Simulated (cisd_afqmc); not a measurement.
Input (AFQMC/CISD/cc-pVTZ; cisd_afqmc is a phaseless AFQMC code with CISD trial states that reads the integrals written by Ansatz):

Ansatz 0.2 input:
```python
import cisd_afqmc

open("ham.yaml", "w").write("""\
crystal:
  periodic: [false, false, false]
  atoms:
    - {symbol: C, position_ang: [0.00439699, 0.00529408, 0.50425813]}
    - {symbol: F, position_ang: [-0.01696785, 1.10243765, -0.30214647]}
    - {symbol: F, position_ang: [0.01189880, -1.10854091, -0.27918568]}
    - {symbol: H, position_ang: [-0.90251824, -0.00024261, 1.11129806]}
    - {symbol: H, position_ang: [0.92175780, 0.02340746, 1.09514257]}
basis:
  gaussian:
    orbitals: cc-pVTZ
magnetization: {spin_polarized: false}
correlation: {method: ccsd, electrons: outside_noble_gas, hamiltonian_folder: ham}
""")
rep = cisd_afqmc.ansatz("ham.yaml")
e_ccsd = rep["correlation"]["coupled_cluster"]["energy"]["hartree"]
out = cisd_afqmc.run("ham", e_ccsd, trial="CISD", walkers=1000, populations=1, threads=12, dt=0.005, steps=40, early=24, settle=10, least=100,
    cut=5e-5, rank_cut=2e-4, target=0.0004, seconds=1000, seed=4, memory=62639, gpu=True)
```

Output:

```
orbitals 115, occupied [10], factors 606 of 706, rank of the doubles 396 of 1050
E(HF) = -237.994257
E(CCSD) on the cut factors = -238.678428, shift to the whole factors -0.000013
Energy of the trial state on the determinant = -238.678439
  tau behind 7.2 of longer steps, mean of the populations' last blocks
   2.0  -238.69827
   4.0  -238.69917
   6.0  -238.70068
   8.0  -238.69846
  10.0  -238.70044
  12.0  -238.69976
  14.0  -238.70108
  16.0  -238.70008
  18.0  -238.69916
  20.0  -238.69970
  22.0  -238.70120
blocks 100 (0 outliers left out), error by blocks joined: 1: 0.00021, 2: 0.00023, 4: 0.00026, 8: 0.00025
E(AFQMC/CISD) = -238.69997 +/- 0.00026
```
